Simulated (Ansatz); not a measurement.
# H₃O (doublet): B2PLYP, RPA-PBE over a scan of the distance O1–H3 along a hydrogen transfer, cc-pVTZ

Aim: run H₃O (doublet) with these functionals over a scan of the distance O1–H3 along a hydrogen transfer, and hold them against the top wave-function level at the same points.

Program: Ansatz 0.2.0, Gaussian basis. Level of theory: cc-pVTZ, all electrons in the functionals, frozen cores in the correlation of double hybrids and RPA. These are calculated values, not measurements.

To be run: B2PLYP, RPA-PBE, at 0.960 Å; 0.992 Å; 1.057 Å; 1.121 Å; 1.186 Å.

**1. The system**

The geometry derives from fragments relaxed apart (PBE0/def2-TZVP) and kept rigid, so it is no stationary point. A hydrogen atom is moved between rigid fragments.

4 atoms, charge 0, spin multiplicity 2.

Atoms are counted from 1 here; the program's logs count them from 0.

Bond lengths: O1–H2 0.960 Å, O1–H3 0.960 Å. Angles: H2–O1–H3 105.1°.

No dispersion term is added.

The geometry shown and the zero of energy belong to the point 0.960 Å. The yardstick, UCCSDT(Q), and other wave-function levels (R restricted, U unrestricted, valence and pair active spaces) come from earlier runs.

**2. B2PLYP, 0.960 Å**

in.yaml reads:

```yaml
crystal:
  periodic: [false, false, false]
  atoms:
    - {symbol: O, position_ang: [-0.139944, -0.049094, 0.000000]}
    - {symbol: H, position_ang: [-0.389254, 0.877481, 0.000000]}
    - {symbol: H, position_ang: [0.819585, -0.049094, 0.000000]}
    - {symbol: H, position_ang: [1.791056, -0.049094, 0.000000]}
basis:
  gaussian: {orbitals: cc-pVTZ}
magnetization: {spin_polarized: true, initial_magnetization: 1}
hamiltonian: {xc: {name: B2PLYP}}
correlation: {electrons: outside_noble_gas}
```

Started as:

```bash
$ ansatz run in.yaml --threads 1 --pin off --events-out ev --progress --plain --max-ram 4096MiB --backend cpu
```

Standard output:

```text
Functional definition: B2PLYP
  name "B2PLYP"
  cite "Grimme, J. Chem. Phys. 124, 034108 (2006) doi:10.1063/1.2148954"
  cite "Becke, Phys. Rev. A 38, 3098 (1988) doi:10.1103/PhysRevA.38.3098"
  cite "Lee, Yang & Parr, Phys. Rev. B 37, 785 (1988) doi:10.1103/PhysRevB.37.785"
  parameter a = 0.53
  parameter c = 0.27
  exchange = (1 - a)*b88_x + a*exact_x
  correlation = (1 - c)*lyp_c + c*(mp2_os + mp2_ss)
410 factors; integrals over basis functions are off by at most 1.3e-3 eV
mean field evaluation 1: about -2086.7635 eV, gradient 3.0e1 eV
mean field evaluation 2: about -2086.7635 eV, gradient 3.0e1 eV
mean field evaluation 4: about -2089.7068 eV, gradient 1.4e0 eV
mean field evaluation 8: about -2089.7270 eV, gradient 5.8e-2 eV
mean field evaluation 16: about -2089.7271 eV, gradient 9.5e-6 eV
mean field -2089.72707635 eV, -76.7960535879 hartree, gradient 9.6e-6 eV, S^2 0.756196; 0 other end points of the search recorded, 0 dependent functions left out
1 core orbitals not correlated: weight in the atoms' cores, before any rotation towards them, 1.000 or more for the frozen orbitals, at most 0.000 for the correlated occupied ones
reference -2089.72717325 eV, -76.7960571492 hartree; 5, 4 occupied and 66, 67 virtual orbitals, 410 factors
second order -8.76189343 eV of doubles, -0.00000000 eV of singles
Total energy: -2092.09288448 eV, -76.8829954332 hartree
```

Run time: 0.91 s. Hardware: 1 thread of AMD EPYC 7R13, shared host.

From the report: ⟨S²⟩ of the determinant 0.756 (pure doublet: 0.75).

**3. B2PLYP, 0.992 Å**

in.yaml reads:

```yaml
crystal:
  periodic: [false, false, false]
  atoms:
    - {symbol: O, position_ang: [-0.141665, -0.049094, 0.000000]}
    - {symbol: H, position_ang: [-0.390974, 0.877481, 0.000000]}
    - {symbol: H, position_ang: [0.850335, -0.049094, 0.000000]}
    - {symbol: H, position_ang: [1.789335, -0.049094, 0.000000]}
basis:
  gaussian: {orbitals: cc-pVTZ}
magnetization: {spin_polarized: true, initial_magnetization: 1}
hamiltonian: {xc: {name: B2PLYP}}
correlation: {electrons: outside_noble_gas}
```

The command is unchanged.

Standard output, shortened:

```text
Functional definition: B2PLYP
  name "B2PLYP"
  cite "Grimme, J. Chem. Phys. 124, 034108 (2006) doi:10.1063/1.2148954"
  cite "Becke, Phys. Rev. A 38, 3098 (1988) doi:10.1103/PhysRevA.38.3098"
  cite "Lee, Yang & Parr, Phys. Rev. B 37, 785 (1988) doi:10.1103/PhysRevB.37.785"
[...]
412 factors; integrals over basis functions are off by at most 1.2e-3 eV
[...]
mean field -2089.71736815 eV, -76.7956968183 hartree, gradient 6.8e-6 eV, S^2 0.757909; 0 other end points of the search recorded, 0 dependent functions left out
1 core orbitals not correlated: weight in the atoms' cores, before any rotation towards them, 1.000 or more for the frozen orbitals, at most 0.000 for the correlated occupied ones
reference -2089.71746548 eV, -76.7957003952 hartree; 5, 4 occupied and 66, 67 virtual orbitals, 412 factors
second order -8.80878823 eV of doubles, -0.00000000 eV of singles
Total energy: -2092.09583831 eV, -76.8831039843 hartree
```

It took 0.82 s on 1 thread of AMD EPYC 7R13, shared host.

From the report: ⟨S²⟩ of the determinant 0.758 (pure doublet: 0.75).

From 0.960 Å: -0.003 eV.

**4. B2PLYP, 1.057 Å**

in.yaml reads:

```yaml
crystal:
  periodic: [false, false, false]
  atoms:
    - {symbol: O, position_ang: [-0.145109, -0.049094, 0.000000]}
    - {symbol: H, position_ang: [-0.394418, 0.877481, 0.000000]}
    - {symbol: H, position_ang: [0.911891, -0.049094, 0.000000]}
    - {symbol: H, position_ang: [1.785891, -0.049094, 0.000000]}
basis:
  gaussian: {orbitals: cc-pVTZ}
magnetization: {spin_polarized: true, initial_magnetization: 1}
hamiltonian: {xc: {name: B2PLYP}}
correlation: {electrons: outside_noble_gas}
```

Launched as before.

Standard output, shortened:

```text
Functional definition: B2PLYP
  name "B2PLYP"
  cite "Grimme, J. Chem. Phys. 124, 034108 (2006) doi:10.1063/1.2148954"
  cite "Becke, Phys. Rev. A 38, 3098 (1988) doi:10.1103/PhysRevA.38.3098"
  cite "Lee, Yang & Parr, Phys. Rev. B 37, 785 (1988) doi:10.1103/PhysRevB.37.785"
[...]
411 factors; integrals over basis functions are off by at most 1.2e-3 eV
[...]
mean field -2089.63422753 eV, -76.7926414566 hartree, gradient 7.6e-6 eV, S^2 0.761692; 0 other end points of the search recorded, 0 dependent functions left out
1 core orbitals not correlated: weight in the atoms' cores, before any rotation towards them, 1.000 or more for the frozen orbitals, at most 0.000 for the correlated occupied ones
reference -2089.63432600 eV, -76.7926450754 hartree; 5, 4 occupied and 66, 67 virtual orbitals, 411 factors
second order -8.84123918 eV of doubles, -0.00000000 eV of singles
Total energy: -2092.02146058 eV, -76.8803706531 hartree
```

It took 0.91 s on 1 thread of AMD EPYC 7R13, shared host.

From the report: ⟨S²⟩ of the determinant 0.762 (pure doublet: 0.75).

From 0.960 Å: +0.071 eV.

**5. B2PLYP, 1.121 Å**

in.yaml reads:

```yaml
crystal:
  periodic: [false, false, false]
  atoms:
    - {symbol: O, position_ang: [-0.148500, -0.049094, 0.000000]}
    - {symbol: H, position_ang: [-0.397809, 0.877481, 0.000000]}
    - {symbol: H, position_ang: [0.972500, -0.049094, 0.000000]}
    - {symbol: H, position_ang: [1.782500, -0.049094, 0.000000]}
basis:
  gaussian: {orbitals: cc-pVTZ}
magnetization: {spin_polarized: true, initial_magnetization: 1}
hamiltonian: {xc: {name: B2PLYP}}
correlation: {electrons: outside_noble_gas}
```

Same command.

Standard output, shortened:

```text
Functional definition: B2PLYP
  name "B2PLYP"
  cite "Grimme, J. Chem. Phys. 124, 034108 (2006) doi:10.1063/1.2148954"
  cite "Becke, Phys. Rev. A 38, 3098 (1988) doi:10.1103/PhysRevA.38.3098"
  cite "Lee, Yang & Parr, Phys. Rev. B 37, 785 (1988) doi:10.1103/PhysRevB.37.785"
[...]
410 factors; integrals over basis functions are off by at most 1.1e-3 eV
[...]
mean field -2089.52692148 eV, -76.7886980322 hartree, gradient 9.4e-6 eV, S^2 0.764199; 0 other end points of the search recorded, 0 dependent functions left out
1 core orbitals not correlated: weight in the atoms' cores, before any rotation towards them, 1.000 or more for the frozen orbitals, at most 0.000 for the correlated occupied ones
reference -2089.52702146 eV, -76.7887017062 hartree; 5, 4 occupied and 66, 67 virtual orbitals, 410 factors
second order -8.76631162 eV of doubles, -0.00000000 eV of singles
Total energy: -2091.89392560 eV, -76.8756838290 hartree
```

It took 1 s on 1 thread of AMD EPYC 7R13, shared host.

From the report: ⟨S²⟩ of the determinant 0.764 (pure doublet: 0.75).

From 0.960 Å: +0.199 eV.

**6. B2PLYP, 1.186 Å**

in.yaml reads:

```yaml
crystal:
  periodic: [false, false, false]
  atoms:
    - {symbol: O, position_ang: [-0.151944, -0.049094, 0.000000]}
    - {symbol: H, position_ang: [-0.401253, 0.877481, 0.000000]}
    - {symbol: H, position_ang: [1.034056, -0.049094, 0.000000]}
    - {symbol: H, position_ang: [1.779056, -0.049094, 0.000000]}
basis:
  gaussian: {orbitals: cc-pVTZ}
magnetization: {spin_polarized: true, initial_magnetization: 1}
hamiltonian: {xc: {name: B2PLYP}}
correlation: {electrons: outside_noble_gas}
```

Launched as before.

Standard output, shortened:

```text
Functional definition: B2PLYP
  name "B2PLYP"
  cite "Grimme, J. Chem. Phys. 124, 034108 (2006) doi:10.1063/1.2148954"
  cite "Becke, Phys. Rev. A 38, 3098 (1988) doi:10.1103/PhysRevA.38.3098"
  cite "Lee, Yang & Parr, Phys. Rev. B 37, 785 (1988) doi:10.1103/PhysRevB.37.785"
[...]
408 factors; integrals over basis functions are off by at most 1.4e-3 eV
[...]
mean field -2089.41111649 eV, -76.7844422772 hartree, gradient 2.7e-6 eV, S^2 0.763869; 0 other end points of the search recorded, 0 dependent functions left out
1 core orbitals not correlated: weight in the atoms' cores, before any rotation towards them, 1.000 or more for the frozen orbitals, at most 0.000 for the correlated occupied ones
reference -2089.41121822 eV, -76.7844460158 hartree; 5, 4 occupied and 66, 67 virtual orbitals, 408 factors
second order -8.59334126 eV of doubles, -0.00000000 eV of singles
Total energy: -2091.73142036 eV, -76.8697118718 hartree
```

It took 0.91 s on 1 thread of AMD EPYC 7R13, shared host.

From the report: ⟨S²⟩ of the determinant 0.764 (pure doublet: 0.75).

From 0.960 Å: +0.361 eV.

**7. RPA-PBE, 0.960 Å**

in.yaml reads:

```yaml
crystal:
  periodic: [false, false, false]
  atoms:
    - {symbol: O, position_ang: [-0.139944, -0.049094, 0.000000]}
    - {symbol: H, position_ang: [-0.389254, 0.877481, 0.000000]}
    - {symbol: H, position_ang: [0.819585, -0.049094, 0.000000]}
    - {symbol: H, position_ang: [1.791056, -0.049094, 0.000000]}
basis:
  gaussian: {orbitals: cc-pVTZ}
magnetization: {spin_polarized: true, initial_magnetization: 1}
hamiltonian: {xc: {name: PBE}}
correlation: {method: rpa, electrons: outside_noble_gas}
```

Same command.

Standard output, shortened:

```text
Functional definition: PBE
  name "PBE"
  cite "Perdew, Burke & Ernzerhof, Phys. Rev. Lett. 77, 3865 (1996) doi:10.1103/PhysRevLett.77.3865"
  parent pbe
[...]
410 factors; integrals over basis functions are off by at most 1.3e-3 eV
[...]
mean field -2091.29238053 eV, -76.8535774556 hartree, gradient 6.3e-6 eV, S^2 0.752200; 1 other end points of the search recorded, 0 dependent functions left out
1 core orbitals not correlated: weight in the atoms' cores, before any rotation towards them, 1.000 or more for the frozen orbitals, at most 0.000 for the correlated occupied ones
reference -2081.80718617 eV, -76.5050029920 hartree; 5, 4 occupied and 66, 67 virtual orbitals, 410 factors
Total energy: -2093.75830828 eV, -76.9441986288 hartree
```

It took 1.2 s on 1 thread of AMD EPYC 7R13, shared host.

From the report: ⟨S²⟩ of the determinant 0.752 (pure doublet: 0.75).

**8. RPA-PBE, 0.992 Å**

in.yaml reads:

```yaml
crystal:
  periodic: [false, false, false]
  atoms:
    - {symbol: O, position_ang: [-0.141665, -0.049094, 0.000000]}
    - {symbol: H, position_ang: [-0.390974, 0.877481, 0.000000]}
    - {symbol: H, position_ang: [0.850335, -0.049094, 0.000000]}
    - {symbol: H, position_ang: [1.789335, -0.049094, 0.000000]}
basis:
  gaussian: {orbitals: cc-pVTZ}
magnetization: {spin_polarized: true, initial_magnetization: 1}
hamiltonian: {xc: {name: PBE}}
correlation: {method: rpa, electrons: outside_noble_gas}
```

Launched as before.

Standard output, shortened:

```text
Functional definition: PBE
  name "PBE"
  cite "Perdew, Burke & Ernzerhof, Phys. Rev. Lett. 77, 3865 (1996) doi:10.1103/PhysRevLett.77.3865"
  parent pbe
[...]
412 factors; integrals over basis functions are off by at most 1.2e-3 eV
[...]
mean field -2091.32137055 eV, -76.8546428191 hartree, gradient 8.0e-7 eV, S^2 0.752517; 1 other end points of the search recorded, 0 dependent functions left out
1 core orbitals not correlated: weight in the atoms' cores, before any rotation towards them, 1.000 or more for the frozen orbitals, at most 0.000 for the correlated occupied ones
reference -2081.74563349 eV, -76.5027409729 hartree; 5, 4 occupied and 66, 67 virtual orbitals, 412 factors
Total energy: -2093.77092657 eV, -76.9446623424 hartree
```

It took 1.1 s on 1 thread of AMD EPYC 7R13, shared host.

From the report: ⟨S²⟩ of the determinant 0.753 (pure doublet: 0.75).

From 0.960 Å: -0.013 eV.

**9. RPA-PBE, 1.057 Å**

in.yaml reads:

```yaml
crystal:
  periodic: [false, false, false]
  atoms:
    - {symbol: O, position_ang: [-0.145109, -0.049094, 0.000000]}
    - {symbol: H, position_ang: [-0.394418, 0.877481, 0.000000]}
    - {symbol: H, position_ang: [0.911891, -0.049094, 0.000000]}
    - {symbol: H, position_ang: [1.785891, -0.049094, 0.000000]}
basis:
  gaussian: {orbitals: cc-pVTZ}
magnetization: {spin_polarized: true, initial_magnetization: 1}
hamiltonian: {xc: {name: PBE}}
correlation: {method: rpa, electrons: outside_noble_gas}
```

The command is unchanged.

Standard output, shortened:

```text
Functional definition: PBE
  name "PBE"
  cite "Perdew, Burke & Ernzerhof, Phys. Rev. Lett. 77, 3865 (1996) doi:10.1103/PhysRevLett.77.3865"
  parent pbe
[...]
411 factors; integrals over basis functions are off by at most 1.2e-3 eV
[...]
mean field -2091.28982248 eV, -76.8534834489 hartree, gradient 6.5e-6 eV, S^2 0.753126; 1 other end points of the search recorded, 0 dependent functions left out
1 core orbitals not correlated: weight in the atoms' cores, before any rotation towards them, 1.000 or more for the frozen orbitals, at most 0.000 for the correlated occupied ones
reference -2081.57848730 eV, -76.4965984636 hartree; 5, 4 occupied and 66, 67 virtual orbitals, 411 factors
Total energy: -2093.72214499 eV, -76.9428696526 hartree
```

It took 1.1 s on 1 thread of AMD EPYC 7R13, shared host.

From the report: ⟨S²⟩ of the determinant 0.753 (pure doublet: 0.75).

From 0.960 Å: +0.036 eV.

**10. RPA-PBE, 1.121 Å**

in.yaml reads:

```yaml
crystal:
  periodic: [false, false, false]
  atoms:
    - {symbol: O, position_ang: [-0.148500, -0.049094, 0.000000]}
    - {symbol: H, position_ang: [-0.397809, 0.877481, 0.000000]}
    - {symbol: H, position_ang: [0.972500, -0.049094, 0.000000]}
    - {symbol: H, position_ang: [1.782500, -0.049094, 0.000000]}
basis:
  gaussian: {orbitals: cc-pVTZ}
magnetization: {spin_polarized: true, initial_magnetization: 1}
hamiltonian: {xc: {name: PBE}}
correlation: {method: rpa, electrons: outside_noble_gas}
```

Same command.

Standard output, shortened:

```text
Functional definition: PBE
  name "PBE"
  cite "Perdew, Burke & Ernzerhof, Phys. Rev. Lett. 77, 3865 (1996) doi:10.1103/PhysRevLett.77.3865"
  parent pbe
[...]
410 factors; integrals over basis functions are off by at most 1.1e-3 eV
[...]
mean field -2091.18319564 eV, -76.8495649850 hartree, gradient 6.4e-6 eV, S^2 0.753506; 1 other end points of the search recorded, 0 dependent functions left out
1 core orbitals not correlated: weight in the atoms' cores, before any rotation towards them, 1.000 or more for the frozen orbitals, at most 0.000 for the correlated occupied ones
reference -2081.42373450 eV, -76.4909114033 hartree; 5, 4 occupied and 66, 67 virtual orbitals, 410 factors
Total energy: -2093.62302399 eV, -76.9392270228 hartree
```

Wall time 1.1 s (1 thread of AMD EPYC 7R13, shared host).

From the report: ⟨S²⟩ of the determinant 0.754 (pure doublet: 0.75).

From 0.960 Å: +0.135 eV.

**11. RPA-PBE, 1.186 Å**

in.yaml reads:

```yaml
crystal:
  periodic: [false, false, false]
  atoms:
    - {symbol: O, position_ang: [-0.151944, -0.049094, 0.000000]}
    - {symbol: H, position_ang: [-0.401253, 0.877481, 0.000000]}
    - {symbol: H, position_ang: [1.034056, -0.049094, 0.000000]}
    - {symbol: H, position_ang: [1.779056, -0.049094, 0.000000]}
basis:
  gaussian: {orbitals: cc-pVTZ}
magnetization: {spin_polarized: true, initial_magnetization: 1}
hamiltonian: {xc: {name: PBE}}
correlation: {method: rpa, electrons: outside_noble_gas}
```

Same command.

Standard output, shortened:

```text
Functional definition: PBE
  name "PBE"
  cite "Perdew, Burke & Ernzerhof, Phys. Rev. Lett. 77, 3865 (1996) doi:10.1103/PhysRevLett.77.3865"
  parent pbe
[...]
408 factors; integrals over basis functions are off by at most 1.4e-3 eV
[...]
mean field -2091.01012665 eV, -76.8432048168 hartree, gradient 4.9e-6 eV, S^2 0.753524; 4 other end points of the search recorded, 0 dependent functions left out
1 core orbitals not correlated: weight in the atoms' cores, before any rotation towards them, 1.000 or more for the frozen orbitals, at most 0.000 for the correlated occupied ones
reference -2081.30157143 eV, -76.4864219932 hartree; 5, 4 occupied and 66, 67 virtual orbitals, 408 factors
Total energy: -2093.48288686 eV, -76.9340770786 hartree
```

Wall time 1.8 s (1 thread of AMD EPYC 7R13, shared host).

From the report: ⟨S²⟩ of the determinant 0.754 (pure doublet: 0.75).

From 0.960 Å: +0.275 eV.

**12. Against the wave-function levels**

The yardstick is UCCSDT(Q), where the cluster series has nearly closed. It comes from earlier runs at the same points. Energies in eV, counted from 0.960 Å; blanks weren't run or aren't comparable.

```tsv
level	0.960 Å	0.992 Å	1.057 Å	1.121 Å	1.186 Å
UCCSDT(Q)	0.000	0.009	0.106	0.245	0.407
B2PLYP	0.000	-0.003	0.071	0.199	0.361
RPA-PBE	0.000	-0.013	0.036	0.135	0.275
```

Largest miss and mean time a point (UCCSDT(Q) took 17 s a point; shared hosts):

```tsv
level	largest miss (eV)	where	time a point
B2PLYP	-0.046	1.121 Å	0.91 s
RPA-PBE	-0.131	1.186 Å	1.3 s
```

**13. Results**

```
                   quantity                value
span of the UCCSDT(Q) curve             0.407 eV
       largest miss, B2PLYP  -0.046 eV (1.121 Å)
      largest miss, RPA-PBE  -0.131 eV (1.186 Å)
```

What this shows: Of the functionals, B2PLYP keep the smallest largest miss at the points compared (at most 0.046 eV) and RPA-PBE strays most (0.131 eV, at 1.186 Å). Functionals and the yardstick converge differently with the basis, so part of each miss in cc-pVTZ is the basis.
